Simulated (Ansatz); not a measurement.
FS, SMILES `F[S]` radical from Hartree–Fock to CCSD(T)

Bond lengths: F1–S2 1.594 Å.

The species carries charge 0 and has multiplicity 2. The geometry is a stationary point of PBE0-D4/def2-TZVP. Frozen core, unrestricted reference, Ansatz. CBS rows extrapolate triple and quadruple zeta.

| basis | HF (Eh) | MP2 corr. |
| --- | --- | --- |
| def2-SVP | -496.69366 | -0.28971 |
| def2-TZVPP | -496.96903 | -0.39223 |
| def2-QZVPP | -496.98579 | -0.43104 |
| cc-pV(D+d)Z | -496.91182 | -0.29352 |
| cc-pV(T+d)Z | -496.96933 | -0.39432 |
| cc-pV(Q+d)Z | -496.98314 | -0.43174 |

Estimate the CCSD correlation energy and the (T) correction in each basis where they were run (hartree).


| basis | CCSD corr. | (T) |
| --- | --- | --- |
| def2-SVP | -0.30804 | -0.00594 |
| def2-TZVPP | -0.41220 | -0.01460 |
| def2-QZVPP | -0.44706 | -0.01752 |
| CBS(def2) | -0.47289 | -0.01968 |
| cc-pV(D+d)Z | -0.31321 | -0.00658 |
| cc-pV(T+d)Z | -0.41381 | -0.01482 |
| cc-pV(Q+d)Z | -0.44785 | -0.01749 |
| CBS(cc) | -0.47209 | -0.01939 |
